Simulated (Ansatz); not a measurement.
C4H4O, SMILES c1ccoc1, a single point from an input written key by key

Program: the Python package of Ansatz (0.2.0).

Input file `c4h4o.yaml`:
```yaml
crystal:
  periodic: [false, false, false]
  atoms:
    - { symbol: C, position_ang: [0.325, 0.933, -0.0841] }
    - { symbol: C, position_ang: [0.8064, -0.2432, -0.5825] }
    - { symbol: C, position_ang: [-0.0542, -1.232, -0.1329] }
    - { symbol: O, position_ang: [-0.9562, -0.6915, 0.6153] }
    - { symbol: C, position_ang: [-0.8413, 0.6359, 0.6115] }
    - { symbol: H, position_ang: [0.6587, 1.9923, -0.2547] }
    - { symbol: H, position_ang: [1.7175, -0.3772, -1.1887] }
    - { symbol: H, position_ang: [0.0048, -2.2927, -0.2269] }
    - { symbol: H, position_ang: [-1.5722, 1.2291, 1.226] }
basis:
  gaussian: { orbitals: def2-SVP }
hamiltonian:
  xc: b3lyp
```

Run as a notebook:

In [1]:
```python
import ansatz as az
```

In [2]:
```python
session = az.Session.from_deck('c4h4o.yaml')
summary = session.plan(threads=1).execute().report
```

In [3]:
```python
print(f'E = {summary["free_energy_ev"]:.6f} eV = {summary["free_energy_ev"] / 27.211386246:.7f} Ha')
print('converged:', summary['converged'], ' doubts:', summary['published_state_doubts'] or 'none')
symbols = ['C', 'C', 'C', 'O', 'C', 'H', 'H', 'H', 'H']
```
```text
E = -6254.360024 eV = -229.8434915 Ha
converged: True  doubts: none
```

What to keep in mind:
- Total energies depend on the basis set; only differences at equal settings carry meaning.
- The geometry is a force-field or estimated start, not a minimum of this method, and the basis set is short of its limit.
- The whole script took 2.4 s on 1 thread of Arm Neoverse V1 (shared host), peak memory 0.2 GiB.
